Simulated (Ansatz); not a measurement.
Write a Python script for the Ansatz DFT code, driven from Python that makes a short molecular-dynamics run of AlBH₄O, SMILES [BH2][AlH][OH]. Use (for the species named): PBE0, 6-31G basis, multiplicity 1.

```xyz
7

B    -1.1917    0.3215   -0.6360
Al    0.3805    0.1199    0.6021
O     1.3239   -1.4303    0.5348
H    -1.4687   -0.4849   -1.3999
H    -1.8636    1.3606   -0.6327
H     0.7966    1.3044    1.6119
H     2.0842   -1.2592   -0.1259
```

`albh4o_md.py`:
```python
# -*- coding: utf-8 -*-
import warnings

import ansatz as az
import numpy as np

warnings.simplefilter("ignore", az.DeckWarning)

geometry_ang = [
    ("B", [-1.1917, 0.3215, -0.636]),
    ("Al", [0.3805, 0.1199, 0.6021]),
    ("O", [1.3239, -1.4303, 0.5348]),
    ("H", [-1.4687, -0.4849, -1.3999]),
    ("H", [-1.8636, 1.3606, -0.6327]),
    ("H", [0.7966, 1.3044, 1.6119]),
    ("H", [2.0842, -1.2592, -0.1259]),
]
albh4o = az.Crystal.molecule()
for symbol, xyz in geometry_ang:
    albh4o = albh4o.atom(symbol, xyz)

base = (
    albh4o.calculation()
    .basis(gaussian="6-31G")
    .functional("pbe0")
)
symbols = [site.symbol for site in albh4o.cartesian_sites]
start = np.array([site.position_ang for site in albh4o.cartesian_sites], dtype=float)
rep = base.relax(force_tolerance=0.02).run().report
end = np.array(rep["positions_ang"])
minimum = az.Crystal.molecule()
for symbol, place in zip(symbols, end):
    minimum = minimum.atom(symbol, place.tolist())

base = minimum.calculation()
base = base.basis(gaussian="6-31G")
base = base.functional("pbe0")
base = base.md("nvt_langevin", timestep=0.25, steps=30, temperature=500, initial_velocities="maxwell_boltzmann", seed=25, friction=0.01)
frames = []
res = base.session().plan().execute(on_event=lambda e: frames.append(e["data"]) if e["event"] == "md_step" else None)
print("t (fs)   E_pot (eV)      E_kin (eV)   T (K)   d(0-1) (A)")
for f in frames[::2]:
    xyz = np.array(f["positions_ang"])
    print(f"{f['time_fs']:6.2f} {f['lagrangian_ev']:14.5f} {f['e_kin_ev']:10.5f} {f['temperature_k']:8.1f} {np.linalg.norm(xyz[0] - xyz[1]):9.4f}")
print("mean temperature", round(float(np.mean([f["temperature_k"] for f in frames])), 1), "K")
```

```console
$ python albh4o_md.py
t (fs)   E_pot (eV)      E_kin (eV)   T (K)   d(0-1) (A)
  0.00    -9376.96063    0.38778    428.6    2.1279
  0.50    -9376.94857    0.37419    413.6    2.1313
  1.00    -9376.91466    0.33345    368.5    2.1345
  1.50    -9376.86721    0.26721    295.3    2.1374
  2.00    -9376.82028    0.21465    237.2    2.1399
  2.50    -9376.78628    0.19204    212.2    2.1414
  3.00    -9376.77038    0.20097    222.1    2.1424
  3.50    -9376.77635    0.20697    228.7    2.1431
  4.00    -9376.79919    0.22855    252.6    2.1433
  4.50    -9376.82366    0.24356    269.2    2.1435
  5.00    -9376.84422    0.24805    274.1    2.1439
  5.50    -9376.85633    0.28699    317.2    2.1443
  6.00    -9376.85749    0.29531    326.4    2.1450
  6.50    -9376.84763    0.28116    310.7    2.1461
  7.00    -9376.82564    0.29327    324.1    2.1479
  7.50    -9376.79402    0.25120    277.6    2.1502
mean temperature 294.6 K
```

Reading the output:
- Total energies depend on the basis set; only differences at equal settings carry meaning.
- The trajectory is only some femtoseconds long, so its temperature is not equilibrated; where the script doesn't relax first, it starts from a rough generated geometry.
- The printed temperature counts all 3N degrees of freedom under Langevin dynamics, so the first row lies under the target.
- The whole script took 71 s on 1 thread of Arm Neoverse V1 (shared host), peak memory 0.18 GiB.
